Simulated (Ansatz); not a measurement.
# C2HFS: taking an electron away

One table from this session's results is given with a row withheld; the runs are named, their logs left out.

The runs use Ansatz 0.2.0, Gaussian basis; unrestricted cation, the program's frozen cores in correlated methods.

Plan: UKS PBE-D4/def2-TZVPP; UKS r2SCAN-D4/def2-TZVPP; UKS PBE0-D4/def2-TZVPP; UKS B3LYP-D4/def2-TZVPP; UKS wB97X-V/def2-TZVPP; UKS wB97M-V/def2-TZVPP; UKS B2PLYP/def2-TZVPP; UHF-CCSD(T)/def2-TZVPP; UHF-MP2/def2-QZVPP; extrapolation to the limit; then −ε(HOMO) from the neutral's earlier runs with LDA (SPW92), PBE-D4, revPBE-D4, BLYP-D4, r2SCAN-D4, B97M-V, PBE0-D4, B3LYP-D4, r2SCANh-D4, r2SCAN0-D4, HSE06-D4, BHLYP-D4, CAM-B3LYP-D4, LC-ωPBE, ωB97X-V, ωB97M-V.

## The relaxed structure

All runs share one geometry, relaxed beforehand with PBE0-D4 in a triple-zeta def2 set.

SMILES `FC=C=S`, 5 atoms, charge 0, spin multiplicity 1.

Atoms are counted from 1 here; the program's logs count them from 0.

Bond lengths: F1–C2 1.340 Å, C2–C3 1.312 Å, C2–H5 1.082 Å, C3–S4 1.549 Å. Angles: F1–C2–C3 121.8°, F1–C2–H5 115.4°, C3–C2–H5 122.8°, C2–C3–S4 178.4°.

Set-up of the first run:

The input, in.yaml:

```yaml
crystal:
  periodic: [false, false, false]
  atoms:
    - {symbol: F, position_ang: [0.139087, -0.066596, 1.676164]}
    - {symbol: C, position_ang: [0.375258, 0.198808, 0.383784]}
    - {symbol: C, position_ang: [-0.407632, -0.249732, -0.568105]}
    - {symbol: S, position_ang: [-1.307295, -0.760442, -1.720627]}
    - {symbol: H, position_ang: [1.250583, 0.804261, 0.187285]}
basis:
  gaussian: {orbitals: def2-TZVPP}
total_charge: 1
magnetization: {spin_polarized: true, initial_magnetization: 1}
hamiltonian: {xc: pbe, dispersion: d4}
```

Command:

```
ansatz run in.yaml --threads 2 --pin off --events-out ev --progress --plain --max-ram 4352MiB
```

Among the steps run: Cation, UKS PBE-D4/def2-TZVPP; Cation, UKS r2SCAN-D4/def2-TZVPP; Cation, UKS PBE0-D4/def2-TZVPP; Cation, UKS B3LYP-D4/def2-TZVPP; Cation, UKS wB97X-V/def2-TZVPP; Cation, UKS wB97M-V/def2-TZVPP; Cation, UKS B2PLYP (frozen core)/def2-TZVPP; Cation, UHF-CCSD(T)/def2-TZVPP; Cation, UHF-MP2/def2-QZVPP.

One of the session's tables, all rows but one given; the rest of the session is left out.

For comparison, −ε(HOMO) of the neutral from earlier runs:

```
  functional  −ε(HOMO) (eV)
 LDA (SPW92)           5.59
      PBE-D4           5.42
   revPBE-D4           5.36
     BLYP-D4           5.28
   r2SCAN-D4           5.63
      B97M-V           5.67
     PBE0-D4           6.57
    B3LYP-D4           6.37
  r2SCANh-D4           6.06
  r2SCAN0-D4           6.71
    HSE06-D4           6.18
    BHLYP-D4           7.59
CAM-B3LYP-D4           7.83
     LC-ωPBE           9.12
     ωB97X-V           8.77
     ωB97M-V              ?
```

Estimate the missing values for ωB97M-V.

As computed: −ε(HOMO) (eV): 8.62. In the column «−ε(HOMO) (eV)» it lies between CAM-B3LYP-D4 (7.83) and ωB97X-V (8.77).
